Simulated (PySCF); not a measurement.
Gas-phase reaction: 3 H2SiNH + 3 SiH3Cl + SiH4 → 3 SiH2ClNH2 + i-Si4H10

Computed with PySCF and rigid-rotor harmonic-oscillator thermochemistry at 1 bar. † marks an energy on the PBE0/def2-TZVP geometry and frequencies; other levels use their own. MP2 and CCSD(T) freeze the core. 6-31G* has spherical d functions here. All species are closed-shell singlets. B3LYP is the form with VWN-RPA correlation. H2SiNH, SiH2ClNH2: computed as isolated molecules; such fragments, hydroxides, amides, oligomers or adducts are transient or little studied in the gas. MP2 isn't extrapolated to the basis-set limit. CCSD(T) isn't extrapolated to the basis-set limit. Warning, large T1 diagnostic: H2SiNH (CCSD(T)/def2-SVP†).

| level | ΔH°(298 K), kJ |
|---|---|
| B3LYP/6-31G* | -656 |
| B3LYP/def2-TZVP† | -630 |
| CCSD(T)/def2-SVP† | … |
| HF/6-31G* | -719 |
| MP2/def2-TZVPP† | … |
| PBE/def2-SVP | … |

Some entries are withheld; supply them.


- CCSD(T)/def2-SVP†, ΔH°(298 K), kJ: -662
- MP2/def2-TZVPP†, ΔH°(298 K), kJ: -679
- PBE/def2-SVP, ΔH°(298 K), kJ: -702
